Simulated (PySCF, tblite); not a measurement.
**C4H4F2: geometry, infrared bands, NMR shifts and spin-spin couplings**

Aim: predict the infrared bands, NMR shifts and spin-spin couplings of C4H4F2 (`FCC1(F)C=C1`).

The runs use tblite 0.8.0 and PySCF 2.14.0, with density-fitted response routines of our own; the level of theory stands in each step. All values are computed, except where a source is named. Atoms are numbered from 0 throughout.

### Step 1. Starting geometry

10 atoms, charge 0, multiplicity 1; geometry from: force field or distance geometry start.

Bonds of the start (Å): F0–C1 1.35, C1–C2 1.51, C2–F3 1.38, C2–C4 1.43, C4–C5 1.30, C5–C2 1.42, C1–H6 1.09, C1–H7 1.09, C4–H8 1.06, C5–H9 1.06.

### Step 2. Optimising the geometry with GFN2-xTB

The job: settings as JSON, then the geometry in Å.

```
{"job": {"kind": "relax", "xc": "GFN2-xTB", "basis": "xTB"}, "charge": 0, "multiplicity": 1}
F     -1.124600     0.182500    -1.513500
C     -1.205200    -0.275100    -0.242400
C      0.116000    -0.137400     0.478500
F      0.129500    -0.576500     1.782400
C      0.992900     0.950800     0.182700
C      1.343600    -0.231100    -0.238500
H     -1.497200    -1.328500    -0.278200
H     -1.975700     0.287500     0.290900
H      1.192600     1.989000     0.250900
H      2.037000    -0.856400    -0.735400
```

On the command line:

```bash
$ OMP_NUM_THREADS=1 python probes_run.py task.json out
```

This one command runs all jobs of the session in turn.

**Question.** This job is followed by: GFN2-xTB harmonic vibrations, gas phase; GIAO PBE0/pcSseg-1 NMR shielding, non-relativistic, gas phase; B3LYP/pcJ-1 indirect spin-spin coupling, non-relativistic, gas phase. Predict these results of the whole session: strongest single infrared mode (GFN2-xTB); zero-point energy (GFN2-xTB); 13C shifts against TMS (PBE0/pcSseg-1, means over atoms taken as alike); 1H shifts against TMS (PBE0/pcSseg-1, means over atoms taken as alike); 19F shifts against CFCl3 (PBE0/pcSseg-1); surface potential, 1st and 99th percentile; largest coupling of the table (B3LYP/pcJ-1).

As calculated:

| quantity | value |
| --- | --- |
| strongest single infrared mode (GFN2-xTB) | 1030 cm⁻¹, 202 km/mol |
| zero-point energy (GFN2-xTB) | 42.0 kcal/mol |
| 13C shifts against TMS (PBE0/pcSseg-1, means over atoms taken as alike) | 132.3, 80.3, 75.2 ppm |
| 1H shifts against TMS (PBE0/pcSseg-1, means over atoms taken as alike) | 7.82, 5.09 ppm |
| 19F shifts against CFCl3 (PBE0/pcSseg-1) | -168.7, -249.2 ppm |
| surface potential, 1st and 99th percentile | -1.05 V and 1.41 V |
| largest coupling of the table (B3LYP/pcJ-1) | 1J(C,F) C2–F3, -301.9 Hz |

**Reading.** Over 22 steps the energy fell by 0.197 eV; of the close pairs, C2–C5 changed most, 1.425 to 1.478 Å. All 24 modes are real, so the xTB geometry is a minimum. The strongest single mode, at 1030 cm⁻¹, has its largest shares on C2, C1 and F3 (the list is cut at 3 atoms). Unscaled tight-binding wavenumbers are off by several per cent, some by more. Its intensities can rank the bands wrongly. The most deshielded carbon is C4, C5 (mean) (alkene CH), at 132.3 ppm: an sp2 carbon of a C=C bond. H8, H9 (mean) (hydrogen on an alkene CH) lies farthest downfield among hydrogen, at 7.82 ppm; olefinic region. At PBE0/pcSseg-1: Shielding is most anisotropic at C4, C5 (span 258 ppm, paramagnetic term -202 ppm). At PBE0/pcSseg-1, counted by nearest atom on the grid, the HOMO lies on C2 27 %; F3 18 %, the LUMO on C4, C5 about 35 % each; H8, H9 about 12 % each. Of the pairs tabulated at B3LYP/pcJ-1, C2–F3 couples most strongly (-301.9 Hz; Fermi contact -335.9 Hz). Couplings across rotatable bonds belong to this one conformer; where others are populated, the observed values are averages. Density functionals describe couplings to fluorine poorly, F–F couplings above all, so those rows are rough.
